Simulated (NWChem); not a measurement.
System: CHO cation

```xyz
3

C      0.0000     0.0000    -0.5086
O      0.0000     0.0000     0.5958
H      0.0000     0.0000    -1.6198
```
Atoms are numbered in this order, from 1.

Results from NWChem. Coordinates come from a PBE0/def2-SVP optimisation. Static field.

### Question
Predict the results for PBE0/aug-cc-pVTZ. Quantities: isotropic polarisability (bohr³); anisotropy (bohr³).

### Answer
| Quantity | Value |
|---|---|
| isotropic polarisability (bohr³) | 9.8 |
| anisotropy (bohr³) | 6.2 |
